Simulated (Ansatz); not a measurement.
bcc Mo

The numbers are results of LDA (Ansatz, a first-principles code, plane waves, PAW), not measurements.

Settings: plane-wave cutoff 500 eV, 22×22×1 k mesh (along the axes of the cell as run), Fermi–Dirac smearing 0.1 eV, scalar-relativistic PAW data made under PBE.

Cell: relaxed at this level.

- surface energy of the (110) face = 3.23 J/m²
- work function of the (110) face = 4.86 eV

The slab of 6 atoms is relaxed and unreconstructed.

It cost very roughly 9 core-minutes of CPU time.
